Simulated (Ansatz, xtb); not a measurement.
Species: chloroform, CHCl3, net charge 0, singlet state. SMILES: ClC(Cl)Cl
Geometry from a B3LYP-D3(BJ)/def2-TZVP (Ansatz, a program for electronic structure) optimisation:
```xyz
5

C     -0.0077     0.0005     0.4558
H     -0.0259     0.0016     1.5371
Cl     0.0149     1.6916    -0.0853
Cl     1.4596    -0.8576    -0.0583
Cl    -1.4702    -0.8343    -0.1077
```

Harmonic wavenumbers from GFN2-xTB (xtb, at its own minimum), cm⁻¹: 227, 227, 334, 641, 641, 642, 1119, 1119, 2936.

Task: Give the harmonic wavenumbers at B3LYP-D3(BJ)/def2-TZVP (Ansatz, finite differences of forces, unscaled).

Result: 256, 256, 362, 664, 732, 732, 1234, 1234, 3173 cm⁻¹. Zero-point energy 12.4 kcal/mol.

Task: From these and the geometry, give the ideal-gas thermochemistry at 298.15 K and 1 atm (rigid rotor, harmonic oscillator).

Result: Point group C3v, rotational symmetry number 3. Rotational constants 3.203, 3.203, 1.66 GHz. S(trans) 40.25, S(rot) 25.15, S(vib) 5.45, S(elec, spin only) 0.00, S 70.9 cal/(mol K). H(298) - H(0) 3.41 kcal/mol; G - E(el) -5.4 kcal/mol. Tabulated S at 1 bar: 70.7 cal/(mol K) (CRC Handbook, as tabulated in the package chemicals).
